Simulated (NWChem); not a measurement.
System: sulfur dioxide (SO₂); SMILES O=S=O

Parts of the log:

```
             Northwest Computational Chemistry Package (NWChem) 7.3.0
             --------------------------------------------------------

 C2V symmetry detected

                             Geometry "geometry" -> ""
                             -------------------------

 Output coordinates in angstroms (scale by  1.889725989 to convert to a.u.)

  No.       Tag          Charge          X              Y              Z
 ---- ---------------- ---------- -------------- -------------- --------------
    1 O                    8.0000     1.25038100     0.00000000     0.37134150
    2 S                   16.0000     0.00000000     0.00000000    -0.37134150
    3 O                    8.0000    -1.25038100     0.00000000     0.37134150

 Effective nuclear repulsion energy (a.u.)     106.6927956085

      Symmetry information
      --------------------

 Group name             C2v
 Group number             16
 Group order               4
 No. of unique centers     2

  pbe96 is a nonlocal functional; adding pw91lda local functional.

                                 NWChem DFT Module
                                 -----------------

 Summary of "ao basis" -> "ao basis" (spherical)
 ------------------------------------------------------------------------------
       Tag                 Description            Shells   Functions and Types
 ---------------- ------------------------------  ------  ---------------------
 O                          def2-svp                 6       14   3s2p1d
 S                          def2-svp                 8       18   4s3p1d

      Symmetry analysis of basis
      --------------------------

        a1         19
        a2          5
        b1         14
        b2          8

            General Information
            -------------------
          SCF calculation type: DFT
          Wavefunction type:  closed shell.
          No. of atoms     :     3
          No. of electrons :    32
           Alpha electrons :    16
            Beta electrons :    16
          Charge           :     0
          Spin multiplicity:     1
          Use of symmetry is: off; symmetry adaption is: on
          Maximum number of iterations: 150
          AO basis - number of functions:    46
                     number of shells:    20
          Convergence on energy requested:  1.00D-06
          Convergence on density requested:  1.00D-05
          Convergence on gradient requested:  5.00D-04

              XC Information
              --------------
                     Hartree-Fock (Exact) Exchange  1.000
                     LC-wPBE(h)Exchange Functional  0.800
            Perdew 1991 LDA Correlation Functional  1.000 local
           PerdewBurkeErnz. Correlation Functional  1.000 non-local

           Range-Separation Parameters
           ---------------------------
           Alpha           :  0.20
           Beta            :  0.80
           Gamma           :  0.20
           Short-Range HF  :     F

             Grid Information
             ----------------
          Grid used for XC integration:  medium
          Radial quadrature: Mura-Knowles
          Angular quadrature: Lebedev.
          Tag              B.-S. Rad. Rad. Pts. Rad. Cut. Ang. Pts.
          ---              ---------- --------- --------- ---------
          O                   0.60       49           7.0       434
          S                   1.00       88           5.0       590
          Grid pruning is: on
          Number of quadrature shells:   186
          Spatial weights used:  Erf1

      Superposition of Atomic Density Guess
      -------------------------------------

 Sum of atomic energies:        -546.72962619

      Non-variational initial energy
      ------------------------------

 Total energy =    -547.554742
 1-e energy   =    -967.895713
 2-e energy   =     313.648175
 HOMO         =      -0.325713
 LUMO         =      -0.105179

      Symmetry analysis of molecular orbitals - initial
      -------------------------------------------------

  Numbering of irreducible representations:

     1 a1          2 a2          3 b1          4 b2

  Orbital symmetries:

[...]

                                NWChem TDDFT Module
                                -------------------

            General Information
            -------------------
           No. of orbitals :      92
            Alpha orbitals :      46
             Beta orbitals :      46
        Alpha frozen cores :       0
         Beta frozen cores :       0
     Alpha frozen virtuals :       0
      Beta frozen virtuals :       0
         Spin multiplicity :       1
    Number of AO functions :      46
        Use of symmetry is : off
      Symmetry adaption is : on
         Schwarz screening :  0.10D-07

              XC Information
              --------------
              Hartree-Fock (Exact) Exchange   1.00
              LC-wPBE(h)Exchange Functional   0.80
     Perdew 1991 LDA Correlation Functional   1.00 local
    PerdewBurkeErnz. Correlation Functional   1.00 non-local
           Alpha           :  0.20
           Beta            :  0.80
           Gamma           :  0.20

             TDDFT Information
             -----------------
          Calculation type : TDDFT
         Wavefunction type : Restricted singlets
          No. of electrons :      32
           Alpha electrons :      16
            Beta electrons :      16
              No. of roots :       6
          Max subspacesize :    5200
            Max iterations :     100
               Target root :       1
           Target symmetry : none
      Symmetry restriction : off
                 Algorithm : Optimal
        Davidson threshold :  0.10D-03

    6 smallest eigenvalue differences (eV)
--------------------------------------------------------
  No. Spin  Occ  Vir  Irrep   E(Occ)    E(Vir)   E(Diff)
--------------------------------------------------------
    1    1   16   17 b2       -0.411    -0.060     9.550
    2    1   15   17 a2       -0.437    -0.060    10.264
    3    1   14   17 b1       -0.450    -0.060    10.614
    4    1   13   17 a2       -0.574    -0.060    13.973
    5    1   12   17 b2       -0.580    -0.060    14.152
    6    1   11   17 a1       -0.583    -0.060    14.226
--------------------------------------------------------

  Entering Davidson iterations
  Restricted singlet excited states

  Iter   NTrls   NConv    DeltaV     DeltaE      Time
  ----  ------  ------  ---------  ---------  ---------
    1      6       0     0.56E+00   0.10+100        1.4
    2     18       0     0.61E-01   0.72E-01        2.4
    3     30       0     0.29E-01   0.41E-02        2.5
    4     42       2     0.18E-01   0.95E-03        2.4
    5     50       4     0.17E-01   0.65E-03        1.8
    6     54       5     0.10E+00   0.78E-02        1.1
    7     56       5     0.23E-01   0.35E-02        1.2
    8     58       5     0.53E-02   0.19E-03        1.5
    9     60       5     0.82E-03   0.80E-05        1.5
   10     62       6     0.81E-04   0.16E-06        1.3
  ----  ------  ------  ---------  ---------  ---------
  Convergence criterion met

  Ground state a1       -548.064786175538 a.u.

  ----------------------------------------------------------------------------
  Root   1 singlet b2             0.143338466 a.u.                3.9004 eV
  ----------------------------------------------------------------------------
     Transition Moments    X  0.00000   Y -0.23833   Z  0.00000
     Dipole Oscillator Strength                    0.0054279408
     Electric Quadrupole                           0.0000000128
     Magnetic Dipole                               0.0000022125
     Total Oscillator Strength                     0.0054301660

     Occ.   12  a1  ---  Virt.   17  b2   0.05381 X
     Occ.   16  a1  ---  Virt.   17  b2   0.99996 X
     Occ.   16  a1  ---  Virt.   17  b2  -0.06993 Y
  ----------------------------------------------------------------------------
  Root   2 singlet a2             0.158232404 a.u.                4.3057 eV
  ----------------------------------------------------------------------------
     Transition Moments    X -0.00000   Y -0.00000   Z -0.00000
     Dipole Oscillator Strength                    0.0000000000
     Electric Quadrupole                           0.0000000008
     Magnetic Dipole                               0.0000004841
     Total Oscillator Strength                     0.0000004849

     Occ.   15  b1  ---  Virt.   17  b2   0.99992 X
  ----------------------------------------------------------------------------
  Root   3 singlet b1             0.235174531 a.u.                6.3994 eV
  ----------------------------------------------------------------------------
     Transition Moments    X  0.63381   Y  0.00000   Z  0.00000
     Dipole Oscillator Strength                    0.0629819395
     Electric Quadrupole                           0.0000000564
     Magnetic Dipole                               0.0000000158
     Total Oscillator Strength                     0.0629820116

     Occ.   13  b1  ---  Virt.   18  a1  -0.05122 X
     Occ.   14  a2  ---  Virt.   17  b2   0.93612 X
     Occ.   14  a2  ---  Virt.   17  b2  -0.09818 Y
     Occ.   15  b1  ---  Virt.   18  a1   0.27266 X
     Occ.   15  b1  ---  Virt.   18  a1   0.05792 Y
     Occ.   16  a1  ---  Virt.   19  b1   0.24284 X
     Occ.   16  a1  ---  Virt.   19  b1   0.05547 Y
  ----------------------------------------------------------------------------
  Root   4 singlet a2             0.306091964 a.u.                8.3292 eV
  ----------------------------------------------------------------------------
     Transition Moments    X  0.00000   Y -0.00000   Z  0.00000
     Dipole Oscillator Strength                    0.0000000000
     Electric Quadrupole                           0.0000001564
     Magnetic Dipole                               0.0000063555
     Total Oscillator Strength                     0.0000065119

[...]
```

Level: LRC-wPBEh/def2-SVP, full TDDFT. Structure relaxed at the PBE0/def2-SVP level.

Problem. Write an input that gives this output.

Solution. Several could match; the one computed here: the input that was run:
```
start job
memory heap 200 mb stack 900 mb global 1100 mb
geometry units angstroms noautoz
  O      1.250381     0.000000     0.373591
  S      0.000000     0.000000    -0.369092
  O     -1.250381     0.000000     0.373591
end
basis spherical
  O library def2-svp
  S library def2-svp
end
dft
  xc xwpbe 0.80 cpbe96 1.0 hfexch 1.00
  cam 0.2 cam_alpha 0.2 cam_beta 0.8
  iterations 150
end
tddft
  nroots 6
  notriplet
end
task tddft energy
```
